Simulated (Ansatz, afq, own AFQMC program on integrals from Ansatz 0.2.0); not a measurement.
## AlH₂⁺, triplet in cc-pVDZ, levels against full CI

```xyz
3

Al    0.0000   -0.0197   -0.1343
H     0.0000    1.4475    2.2610
H     0.0000   -0.9193    1.3343
```

Basis cc-pVDZ. Noble-gas cores (and the filled d shells of Ga–Kr and In–Xe) are frozen. AFQMC by an in-house program on the Cholesky factors that Ansatz 0.2.0 writes for its CCSD(T) run. The CISD trial takes its coefficients from CCSD amplitudes. Released means that phaseless walkers are propagated on without the constraint, phases kept. Uncertainties: one standard error, sampling alone.

Determinant: UHF, the one that the program's search chose, which needn't be the lowest solution. The geometry is a point of a scan.

Full CI on the same integrals is exact in this basis and with this determinant's frozen core.

Cautions: lower spins were not checked.

The T1 diagnostic is 0.0233 and the weight of the determinant in the CISD state is 0.949. The ⟨S²⟩ of the determinant is 2.045. The size of the correlated space is 4 electrons in 23 orbitals.

```
  level  correlation energy (eV)
    MP2                  -0.7653
   CCSD                  -1.1621
CCSD(T)                  -1.1762
```

(1) Estimate where phaseless AFQMC with a CISD trial lies against CCSD(T) on the same integrals.

(1) 0.22 ± 0.02 mEh below CCSD(T).

Reference: full CI, correlation energy -1.184 eV. The released energy is read at 2.40 1/Eh (meV from the phaseless value at times in 1/Eh: -0.3 ± 0.6 at 0.24, -0.6 ± 0.5 at 0.51, -0.7 ± 0.5 at 0.99, -0.7 ± 0.4 at 1.62, -1.3 ± 0.3 at 2.40).

```tsv
level	E − E(reference) (mEh)	share of correlation (%)
CCSD(T)	0.27	99.37
CCSDT	0.00	100.00
CCSDT(Q)	0.00	100.00
ph-AFQMC/CISD	0.05 ± 0.02	99.88
released AFQMC	0.00 ± 0.01	99.99
```

CCSDT and higher add their correlation energy to the determinant of the CCSD(T) run, since their own runs factorise the integrals more tightly (a shift of under 2 meV). A walk keeps the symmetry of its determinant, which the program's search chose and which needn't be the lowest solution, so a lower state of the same spin and another symmetry isn't excluded. Released energies are given only where the last usable release times agree within the noise; a slower fall can still hide under it.
